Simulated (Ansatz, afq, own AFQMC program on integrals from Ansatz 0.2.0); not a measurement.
## Where AFQMC and coupled cluster stand for GeHO, doublet

```xyz
3

Ge    0.0000    0.0118    0.3021
O     0.0000   -0.0944   -1.2661
H     0.0000    0.6485   -1.6716
```

Connectivity, by distances: Ge–OH.

Basis cc-pVDZ. Only valence electrons are correlated. Integrals, coupled cluster, full CI and functionals: Ansatz 0.2.0; the random walks run on the same integrals in our own AFQMC program. The CISD trial takes its coefficients from CCSD amplitudes. Released means that phaseless walkers are propagated on without the constraint, phases kept. Error bars are statistical, one sigma. No spin–orbit coupling.

Determinant: UHF, the one that the program's search chose, which needn't be the lowest solution. The geometry is a point of a scan.

No full CI on the walks' own integrals is used here; CCSDT(Q) serves as the reference and is uncertain by about the last step of the cluster series.

Cautions: no relativity below Rb; no spin-orbit coupling; inner d shell frozen.

- T1 diagnostic: 0.0170
- weight of the determinant in the CISD state: 0.902
- ⟨S²⟩ of the determinant: 0.764
- size of the correlated space: 11 electrons in 31 orbitals

```tsv
level	correlation energy (eV)
MP2	-6.5723
CCSD	-7.0276
CCSD(T)	-7.1831
```

**Question.** Estimate where phaseless AFQMC with a CISD trial lies against CCSD(T) on the same integrals.

**Answer.** 0.39 ± 0.25 kcal/mol below CCSD(T). The gap is under twice the noise, so this walk alone can't tell the two apart.

Reference: CCSDT(Q), correlation energy -7.213 eV. The released energy is read at 2.40 1/Eh (meV from the phaseless value at times in 1/Eh: -12 ± 12 at 0.24, -32 ± 14 at 0.51, -18 ± 14 at 0.99, -19 ± 13 at 1.62, 4 ± 21 at 2.40).

| level | E − E(reference) (kcal/mol) | share of correlation (%) |
| --- | --- | --- |
| CCSD(T) | 0.68 | 99.59 |
| CCSDT | 0.41 | 99.75 |
| ph-AFQMC/CISD | 0.30 ± 0.25 | 99.82 |
| released AFQMC | 0.38 ± 0.48 | 99.77 |

A walk keeps the symmetry of its determinant, which the program's search chose and which needn't be the lowest solution, so a lower state of the same spin and another symmetry isn't excluded. Released energies are given only where the last usable release times agree within the noise; a slower fall can still hide under it.
